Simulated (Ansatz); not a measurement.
Results of PBEsol (Ansatz, an electronic-structure program, PAW) for hcp Cd.

Run with plane-wave cutoff 520 eV, 24×24×10 k mesh (along the axes of the cell as run), Fermi–Dirac smearing 0.05 eV, scalar-relativistic PAW data made under PBE.

Energies at three volumes about the minimum:

```tsv
V (Å³/atom)	E − E_lowest (meV/atom)
20.600	1.49
21.020	0.00
21.440	1.37
```

Question: Fit a parabola by hand: where is the minimum, and what is the bulk modulus?

Answer: Slopes: (0.00 − 1.49)/(21.020 − 20.600) = -3.548 and (1.37 − 0.00)/(21.440 − 21.020) = 3.262 meV/Å³. Curvature E″ = 2 × (3.262 − (-3.548))/(21.440 − 20.600) = 16.214 meV/Å⁶. From the middle of the first interval, the slope vanishes at V0 = 20.8100 − (-3.548)/16.214 = 21.029 Å³/atom. B = V0 E″ = 21.029 × 16.214 meV/Å³ × 0.1602 GPa per meV/Å³ = 54.6 GPa. The full Birch–Murnaghan fit to all volumes gives V0 = 21.019 Å³/atom and B0 = 54.4 GPa.

Shape and atoms are relaxed at each volume.

Measured, for comparison: bulk modulus 53.8 GPa (zero-point energy and finite temperature contributions removed, our sources range from 50.7 to 53.8; as tabulated in doi:10.1021/acs.jctc.3c00612). Computed (rounded) less measured: bulk modulus +1 % (+1 % to +7 % over the range).

Note: the bulk modulus comes from volumes at which shape and atoms were relaxed.
